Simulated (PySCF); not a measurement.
## Dipole moment and polarisability of 1,1-dichlorocyclopropane

Compound: 1,1-dichlorocyclopropane, C3H4Cl2.
Structure used (GFN2-xTB), in Å, numbered top down from 1:
```
atom  x, y, z in Å
Cl1    1.301   -1.467    1.149
C2     0.697   -0.314   -0.030
Cl3    1.886    0.026   -1.275
C4    -0.748   -0.350   -0.399
C5    -0.203    0.783    0.430
H6    -1.006   -0.156   -1.429
H7    -1.370   -1.088    0.083
H8    -0.090    1.752   -0.032
H9    -0.454    0.819    1.479
```

Level: CAM-B3LYP/def2-SVPD (PySCF), static field, nuclei fixed, core orbitals frozen in the response. The polarisability tensor in these axes (au):

```
x   63.06 -2.73 -2.45
y   -2.73 58.81 -5.25
z   -2.45 -5.25 62.42
```

Question: What are the eigenvalues, a third of the trace, and Δα (Δα² = ½Σ(αi − αj)² over the three pairs)?

Answer: Principal values 53.65, 64.39 and 66.25 au; mean 61.43 au = 9.10 Å³ = 10.13 × 10⁻⁴⁰ C²·m²/J; Δα = 11.78 au (19 % of the mean).

Question: What is the dipole moment, and where does it point?

Answer: (-2.09, 0.95, 0.08) D, 2.30 D in size, pointing from the negative to the positive side. Measured along this direction, the outermost atoms are Cl1 and Cl3 at the negative end and H8, H6, H9 and H7 at the positive end.

Question: Form Σ f/ω² (atomic units) for the 8 lowest TDDFT singlets, given as eV and f, and set it beside the mean polarisability, which is this sum over all singlets: 6.65, 0.0003; 6.87, 0.0000; 7.29, 0.0092; 7.62, 0.0093; 7.91, 0.0000; 7.94, 0.0750; 8.26, 0.0147; 8.30, 0.0992.

Answer: They add up to 2.36 au, 3.8 % of the 61.43 au; the largest single term is 1.07 au, from the state at 8.30 eV. Terms in order: 0.00, 0.00, 0.13, 0.12, 0.00, 0.88, 0.16, 1.07 au. Higher excitations give the rest. The strengths listed sum to 0.208.

Question: Directions of the eigenvectors, and the extent of the frame along each?

Answer: Largest value along (-0.20, -0.51, 0.83), where the nuclei span 2.91 Å; middle along (0.91, -0.41, -0.04), 2.55 Å; least along (0.36, 0.75, 0.55), 2.54 Å. 

Question: How large is μ²/3kT at 298 K beside α?

Answer: In Gaussian units μ²/3kT = 42.76 Å³ against 9.10 Å³, a ratio of 4.70; the Debye molar polarisation (4π/3)N_A(α + μ²/3kT) is 130.8 cm³/mol, leaving out the vibrational part.

Question: Find the Langevin capture rate constant for NH4+ (18.034 u) meeting this molecule (109.969 u), k = 2.342 × 10⁻⁹ cm³/s × √(α in Å³ / reduced mass in u).

Answer: The reduced mass is 15.49 u, so k = 1.80 × 10⁻⁹ cm³/s. The formula leaves out the permanent dipole, which adds to the capture rate.

Question: What molar refraction does this α imply?

Answer: Lorentz–Lorenz: R = (4π/3)N_A α = 2.5225 cm³/(mol·Å³) × 9.10 Å³ = 23.0 cm³/mol, in the limit of long wavelengths.

Geometry: GFN2-xTB; no solvent, vibrations or thermal averaging.
